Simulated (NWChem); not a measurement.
**doublet [N2]+: levels of theory compared**

Wanted: a comparison of 3 runs (UHF/def2-TZVPPD, UMP2/def2-TZVPPD, UCCSD/def2-TZVPPD) of doublet [N2]+. 

Program for the calculation: NWChem 7.3.0.

## (1) Starting point

[N2]+ has 2 atoms, charge +1, and is taken as a doublet. SMILES of the parent species: `N#N`. Geometry: relaxed at PBE0-D4/def2-TZVP. That shape belongs to the parent species and isn't relaxed for this state.

Bond lengths: N1–N2 1.090 Å.

## (2) The energy at UHF/def2-TZVPPD (run 1)

mymol.nw

```
start mymol
title "N2"
memory stack 880 mb heap 220 mb global 1100 mb
charge 1
geometry units angstroms noautosym nocenter noautoz
 N      0.465500    -0.150300     0.239800
 N     -0.465500     0.150300    -0.239800
end
basis "ao basis" spherical bse
 * library def2-TZVPPD
end
scf
 doublet
 uhf
 thresh 1e-08
 maxiter 80
end
task scf energy
```

Launch:

```
$ nwchem mymol.nw > mymol.out
```

The program printed:

```text
[...]
  functions       =    74
[...]
  wavefunction    = UHF
[...]
         Total SCF energy =   -108.413950991079
      One electron energy =   -188.317579475792
      Two electron energy =     56.105284991490
 Nuclear repulsion energy =     23.798343493223
                       Sz =      0.5000
                 Sz(Sz+1) =      0.7500
                      S^2 =      0.7668
[...]
```

Wall time 5.4 s (1 thread of Intel Xeon Platinum 8488C (Sapphire Rapids), shared host); peak memory 0.093 GiB.

## (3) The energy at UMP2/def2-TZVPPD (run 2)

m1.xyz

```xyz
2

N      0.465500    -0.150300     0.239800
N     -0.465500     0.150300    -0.239800
```

m1.nw

```
START m1
memory 2200 mb
charge 1

GEOMETRY units angstrom noautosym nocenter noautoz
  load format xyz m1.xyz
END

BASIS spherical bse
  * library def2-TZVPPD
END

SCF
  nopen 1
  uhf
  thresh 1e-08
  maxiter 80
  print low
END

MP2
  freeze core 2
  tight
END

TASK mp2 energy
```

Launch:

```
$ nwchem m1.nw > m1.out
```

The program printed:

```text
[...]
  functions       =    74
[...]
  wavefunction    = UHF
[...]
         Total SCF energy =   -108.413950991052
      One electron energy =   -188.317579475751
      Two electron energy =     56.105284991477
 Nuclear repulsion energy =     23.798343493223
                       Sz =      0.5000
                 Sz(Sz+1) =      0.7500
                      S^2 =      0.7668
[...]
          Total MP2 energy          -108.796993145316
[...]
```

Wall time 6.6 s (1 thread of Intel Xeon Platinum 8488C (Sapphire Rapids), shared host); peak memory 0.13 GiB.

## (4) A single-point energy at UCCSD/def2-TZVPPD (run 3)

run.py

```python
from ase import Atoms
from ase.calculators.nwchem import NWChem

atoms = Atoms(['N', 'N'], positions=[
    [0.465500, -0.150300, 0.239800],
    [-0.465500, 0.150300, -0.239800],
])

calc = NWChem(
    label='job',
    theory='tce',
    memory='2200 mb',
    basis='def2-TZVPPD',
    basispar='spherical bse',
    charge=1,
    scf={'nopen': '1', 'uhf': None, 'thresh': '1e-08', 'maxiter': '80'},
    tce={'scf': None, 'ccsd': None, 'freeze': 'core 2', 'maxiter': '60'},
    task='energy',
)
atoms.calc = calc

e = atoms.get_potential_energy()
print(f"E = {e:.6f} eV")
```

Launch:

```
$ export ASE_NWCHEM_COMMAND="nwchem PREFIX.nwi > PREFIX.nwo"
$ python run.py
```

The program printed:

```text
E = -2960.209307 eV
```

The calculator wrote job.nwi:

```
title "job"

permanent_dir job

scratch_dir job

start job

geometry units angstrom nocenter noautosym noautoz
  N  4.6550000000000002e-01 -1.5029999999999999e-01 2.3980000000000001e-01
  N  -4.6550000000000002e-01 1.5029999999999999e-01 -2.3980000000000001e-01
end

charge 1

memory 2200 mb

basis spherical bse noprint
   * library def2-TZVPPD
end

scf
  nopen 1
  uhf
  thresh 1e-08
  maxiter 80
end
tce
  scf
  ccsd
  freeze core 2
  maxiter 60
end

task tce energy
```

job.nwo:

```text
Northwest Computational Chemistry Package (NWChem) 7.3.0
             --------------------------------------------------------

           Job information
           ---------------

    nwchem branch   = 7.3.0
    use scalapack   = T
    input           = job.nwi
    prefix          = job.
    data base       = job/job.db
    status          = startup
    nproc           =        1

           Memory information
           ------------------

[... 5 lines left out ...]
    hardfail = no
[... 100 lines left out ...]
         Quadratically convergent UHF
[... 17 lines left out ...]
         Total SCF energy =   -108.413950991094
[... 2 lines left out ...]
 Nuclear repulsion energy =     23.798343493223
[... 51 lines left out ...]
                    UHF Final Alpha Molecular Orbital Analysis
[... 598 lines left out ...]
 CCSD total energy / hartree       =      -108.785686417504579
[... 1 line left out ...]
 Singles contributions

 Doubles contributions

 Task  times  cpu:       22.2s     wall:       22.2s
 Total times  cpu:       22.3s     wall:       22.3s
```

Wall time 24 s (1 thread of Intel Xeon Platinum 8488C (Sapphire Rapids), shared host); peak memory 0.95 GiB.

## (5) The series

```
run              level  module  frozen core orbitals  energy (Eh)  HOMO energy (eV)  LUMO energy (eV)   ⟨S²⟩  wall time
  1    UHF/def2-TZVPPD     scf                     –  -108.413951            -28.04            -14.21  0.767      5.4 s
  2   UMP2/def2-TZVPPD     mp2                     2  -108.796993                 –                 –  0.767      6.6 s
  3  UCCSD/def2-TZVPPD     tce                     2  -108.785686            -28.04            -14.21  0.767       24 s
```

## (6) Summary of results

```
                                                         quantity          value
                                              run 3: total energy  -108.78569 Eh
run 3: HOMO energy (Hartree–Fock orbitals) (highest over α and β)      -28.04 eV
 run 3: LUMO energy (Hartree–Fock orbitals) (lowest over α and β)      -14.21 eV
               run 3: correlation energy (2 core orbitals frozen)     -371.7 mEh
                         run 3: ⟨S²⟩ of the reference determinant          0.767
```

In words: Below the UHF energy at the same shape and in the same basis (def2-TZVPPD): UMP2 -383.0 mEh; UCCSD -371.7 mEh. All runs together took 36 s, the longest 24 s.
